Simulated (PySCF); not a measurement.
hydrogen peroxide (H₂O₂), SMILES OO. Coordinates come from a B3LYP-D3(BJ)/def2-TZVP optimisation. A frequency run showed that this geometry is not a minimum.

PySCF 2.14.0 with TDDFT-B3LYP/def2-TZVPD puts the lowest singlet excitations at 4.92, 6.01, 7.03, 8.11, 8.22, 8.57 eV and the lowest triplet (TDA) at 3.81 eV.

### Question
What are the lowest singlet roots from EOM-CCSD/aug-cc-pVDZ run with PySCF? (Estimate from the structure and the level; the computed values follow.)

### Answer
5.21, 6.21, 7.39, 8.93, 9.00, 9.38 eV; triplets 4.06, 6.00, 7.14 eV. S1 differs by 0.29 eV (second minus first; roots are paired by order, and the bases may differ).
